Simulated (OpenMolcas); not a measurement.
**AlH (SMILES [AlH]): levels of theory compared**

Wanted: a comparison of 6 runs (HF/6-311G, B2PLYP/6-311G, PBE0/6-311G, SVWN5/6-311G, MP2/6-311G, CISD/6-311G) of AlH. 

Program for the calculation: OpenMolcas 26.06.

3 further runs of the same task are left out: 3 set aside as unsound or not needed.

### 1 The system as given

AlH has 2 atoms, charge 0, and is taken as a singlet. As SMILES, `[AlH]`. The Al1–H2 distance was set to 2.497 Å, away from the relaxed value.

### 2 A single-point energy at HF/6-311G (run 1)

The input, mol.inp:

```
&GATEWAY
BASLIB = $CurrDir
COORD
2
angstrom
Al       0.000000       0.000000      -0.857990
H        0.000000       0.000000       1.639110
BASIS = 6-311G
GROUP = NoSym
&SEWARD
&SCF
THRESHOLDS = 1e-10 1e-07 1e-07 1e-05
PRORBITALS = 1 1
```

The basis set 6-311G is read from a file made from the Basis Set Exchange's data (not shown).

Command:

```sh
export MOLCAS_MEM=1860
pymolcas mol.inp > mol.log
```

Standard output:

```text
--- Start Module: gateway ---
[...]
--- Stop Module: gateway /rc=_RC_ALL_IS_WELL_ ---
--- Start Module: seward ---
[...]
      Basis functions           24
--- Stop Module: seward /rc=_RC_ALL_IS_WELL_ ---
--- Start Module: scf ---
[...]
       Convergence after   9 Iterations
[...]
::    Total SCF energy                               -242.3949438906
[...]
      Total spin, S                                     0.0000000000
[...]
      Total electronic charge=   14.000000
      Total            charge=   -0.000000
[...]
      Dipole Moment (debye):
      Origin of the operator (angstrom)=    0.0000    0.0000   -0.7681
                   X= -8.3922E-16               Y=  1.3252E-15               Z= -4.0366E+00           Total=  4.0366E+00
      Quadrupole Moment (debye*angstrom):
[...]
--- Stop Module: scf /rc=_RC_ALL_IS_WELL_ ---
[...]
```

Wall time 1.6 s (1 thread of Arm Neoverse V1, shared host); peak memory 0.37 GiB.

### 3 The energy at B2PLYP/6-311G (run 2)

The input, mol.inp:

```
* AlH Kohn-Sham DFT

&GATEWAY
 BasLib = $CurrDir
 Coord
 2
 angstrom
 Al       0.000000       0.000000      -0.857990
 H        0.000000       0.000000       1.639110
 Basis = 6-311G
 Group = NoSym

&SEWARD
 GridInput
 Grid=UltraFine
 End of Grid

&SCF
 KSDFT = B2PLYP_SCF
 Thresholds = 1e-10 1e-07 1e-07 1e-05
 PrOrbitals = 1 1

&MBPT2
 Frozen = 5
```

The basis set 6-311G is read from a file made from the Basis Set Exchange's data (not shown).

Command:

```sh
export MOLCAS_MEM=1860
pymolcas mol.inp > mol.log
```

Standard output:

```text
--- Start Module: gateway ---
[...]
--- Stop Module: gateway /rc=_RC_ALL_IS_WELL_ ---
[...]
      Basis functions           24
[...]
--- Start Module: scf ---
[...]
       Convergence after  11 Iterations
[...]
::    Total KS-DFT energy                            -242.7825551711
[...]
      Total spin, S                                     0.0000000000
[...]
      Total electronic charge=   14.000000
      Total            charge=   -0.000000
[...]
      Dipole Moment (debye):
      Origin of the operator (angstrom)=    0.0000    0.0000   -0.7681
                   X=  8.1530E-16               Y= -7.4791E-17               Z= -3.7412E+00           Total=  3.7412E+00
      Quadrupole Moment (debye*angstrom):
[...]
--- Stop Module: scf /rc=_RC_ALL_IS_WELL_ ---
[...]
--- Start Module: mbpt2 ---
[...]
 ###    WARNING: MP2 implementation intended for RHF references only         ###
 ###############################################################################
MBPT2 WARNING: Reference function according to RunFile:KS-DFT
I'll assume you know what you're doing and continue
WARNING!
Default frozen orbitals as non valence orbitals is overwritten by user input.
Default values:   2
[...]
       Reference weight ( Cref**2 )         =        0.93338
::    Total MBPT2 energy                             -242.8356536384
[...]
      Total MBPT2 calculations                           0.03      0.03
--- Stop Module: mbpt2 /rc=_RC_ALL_IS_WELL_ ---
[...]
```

Wall time 3 s (1 thread of Arm Neoverse V1, shared host); peak memory 0.37 GiB.

Runs 3 to 4 aren't shown in full; the table further down has their settings and results.

### 4 A single-point energy at MP2/6-311G (run 5)

The input, mol.inp:

```
* AlH MP2

&GATEWAY
  BasLib
  $CurrDir
  Coord
  2
  angstrom
  Al       0.000000       0.000000      -0.857990
  H        0.000000       0.000000       1.639110
  Basis
  6-311G
  Group
  NoSym

&SEWARD

&SCF
  Thresholds
  1e-10 1e-07 1e-07 1e-05
  PrOrbitals
  1 1

&MBPT2
  Frozen
  5
```

The basis set 6-311G is read from a file made from the Basis Set Exchange's data (not shown).

Command:

```sh
export MOLCAS_MEM=1860
pymolcas mol.inp > mol.log
```

Standard output:

```text
--- Start Module: gateway ---
[...]
--- Stop Module: gateway /rc=_RC_ALL_IS_WELL_ ---
[...]
      Basis functions           24
[...]
--- Start Module: scf ---
[...]
       Convergence after   9 Iterations
[...]
::    Total SCF energy                               -242.3949438906
[...]
      Total spin, S                                     0.0000000000
[...]
      Total electronic charge=   14.000000
      Total            charge=   -0.000000
[...]
      Dipole Moment (debye):
      Origin of the operator (angstrom)=    0.0000    0.0000   -0.7681
                   X= -8.3922E-16               Y=  1.3252E-15               Z= -4.0366E+00           Total=  4.0366E+00
      Quadrupole Moment (debye*angstrom):
[...]
--- Stop Module: scf /rc=_RC_ALL_IS_WELL_ ---
--- Start Module: mbpt2 ---
[...]
WARNING!
Default frozen orbitals as non valence orbitals is overwritten by user input.
Default values:   2
[...]
       Reference weight ( Cref**2 )         =        0.96617
::    Total MBPT2 energy                             -242.4321936396
[...]
      Total MBPT2 calculations                           0.04      0.03
--- Stop Module: mbpt2 /rc=_RC_ALL_IS_WELL_ ---
[...]
```

Run time: 1.6 s. Hardware: 1 thread of Arm Neoverse V1, shared host; peak memory 0.37 GiB.

### 5 The energy at CISD/6-311G (run 6)

The input, mol.inp:

```
&gateway
baslib
$CurrDir
coord
2
angstrom
Al       0.000000       0.000000      -0.857990
H        0.000000       0.000000       1.639110
basis
6-311G
group
NoSym
&seward
&scf
thresholds
1e-10 1e-07 1e-07 1e-05
prorbitals
1 1
&motra
frozen
5
&guga
electrons
4
spin
1
inactive
2
active
0
ciall
1
&cpf
sdci
```

The basis set 6-311G is read from a file made from the Basis Set Exchange's data (not shown).

Command:

```sh
export MOLCAS_MEM=1860
pymolcas mol.inp > mol.log
```

Standard output:

```text
--- Start Module: gateway ---
[...]
--- Stop Module: gateway /rc=_RC_ALL_IS_WELL_ ---
[...]
      Basis functions           24
[...]
       Convergence after   9 Iterations
[...]
::    Total SCF energy                               -242.3949438906
[...]
      Total spin, S                                     0.0000000000
[...]
      *** WARNING: Default frozen orbitals is overwritten by user input.
      *** Default values:   2
[...]
--- Start Module: guga ---
[...]
--- Stop Module: guga /rc=_RC_ALL_IS_WELL_ ---
--- Start Module: cpf ---
[...]
      Active orbitals                            0       0
[...]
      Spin quantum number                      0.0
[...]
     FINAL CI ENERGY          -242.45427260
     FINAL CORRELATION ENERGY   -0.05932871  REFERENCE ENERGY    -242.39494389
[...]
     REL. CI ENERGY           -242.45427260
[...]
      Total electronic charge=   14.000000
      Total            charge=    0.000000
[...]
      Dipole Moment (debye):
      Origin of the operator (angstrom)=    0.0000    0.0000   -0.7681
                   X= -8.5109E-16               Y=  1.2761E-15               Z= -3.3370E+00           Total=  3.3370E+00
      Quadrupole Moment (debye*angstrom):
[...]
--- Stop Module: cpf /rc=_RC_ALL_IS_WELL_ ---
[...]
```

It took 1.7 s on 1 thread of Arm Neoverse V1, shared host; peak memory 0.37 GiB.

### 6 The series

| run | level | frozen core orbitals | integration grid | energy (Eh) | dipole moment (D) of the reference | HOMO energy (eV) | LUMO energy (eV) | wall time |
| --- | --- | --- | --- | --- | --- | --- | --- | --- |
| 1 | HF/6-311G | – | – | -242.394944 | 4.04 | -7.60 | 0.10 | 1.6 s |
| 2 | B2PLYP/6-311G | 5 | UltraFine | -242.796892 | 3.74 | -6.32 | -1.35 | 3 s |
| 3 | PBE0/6-311G | – | UltraFine | -242.806446 | 3.34 | -5.64 | -2.33 | 3.3 s |
| 4 | SVWN5/6-311G | – | UltraFine | -241.866465 | 3.07 | -4.79 | -3.13 | 2.9 s |
| 5 | MP2/6-311G | 5 | – | -242.432194 | 4.04 | -7.60 | 0.10 | 1.6 s |
| 6 | CISD/6-311G | 5 | – | -242.454273 | 4.04 | -7.60 | 0.10 | 1.7 s |

### 7 Results

| quantity | value |
| --- | --- |
| run 6: total energy | -242.45427 Eh |
| run 6: dipole moment (mean-field density) | 4.04 D |
| run 6: HOMO energy (Hartree–Fock orbitals) | -7.60 eV |
| run 6: LUMO energy (Hartree–Fock orbitals) | 0.10 eV |
| run 6: HOMO–LUMO gap (Hartree–Fock orbitals) | 7.70 eV |
| run 6: correlation energy (5 core orbitals frozen) | -59.3 mEh |

What this shows: Below the HF energy at the same shape and in the same basis (6-311G): MP2 -37.2 mEh; CISD -59.3 mEh. Over runs 1, 2, 3, 4 the dipole moment (its size) runs from 3.07 D (SVWN5/6-311G) to 4.04 D (HF/6-311G). Over runs 1, 2, 3, 4 the HOMO–LUMO gap runs from 1.66 eV (SVWN5/6-311G) to 7.70 eV (HF/6-311G). Exact exchange widens orbital gaps. For B2PLYP the log adds the whole second-order term; the table takes 0.27 of it, as the functional is defined. Totals of different functionals can't be ranked against each other. All runs together took 14 s, the longest 3.3 s.
